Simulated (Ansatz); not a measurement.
System: C$_{2}$H$_{6}$O (charge +1, doublet). 
Geometry from a B3LYP-D3(BJ)/def2-TZVP (Ansatz, an electronic-structure program) optimisation:
```
O
C 1 1.4033
H 2 1.0862 1 113.05
C 1 1.4033 2 121.61 3 0.00
H 4 1.0862 1 113.05 2 0.00
H 4 1.1036 5 113.65 1 -120.48
H 2 1.1036 3 113.65 1 -120.48
H 2 1.1036 3 113.65 7 -119.04
H 4 1.1036 5 113.65 6 -119.04
```
Charge +1, spin multiplicity 2.

Basis-set convergence of Hartree-Fock and MP2 correlation energies (hartree) with Ansatz. Cores are frozen in the correlated levels unless marked. Open shells are spin-unrestricted. Spin-orbit coupling is left out. No relativistic terms.

```json
[
 {"basis": "cc-pVDZ", "functions": "72", "E(HF)": "-153.75842", "E(corr, MP2)": "-0.43195"},
 {"basis": "cc-pVTZ", "functions": "174", "E(HF)": "(withheld)", "E(corr, MP2)": "(withheld)"}
]
```

Question: Complete the blanks.

Answer: 
- cc-pVTZ, E(HF): -153.80678
- cc-pVTZ, E(corr, MP2): -0.54057
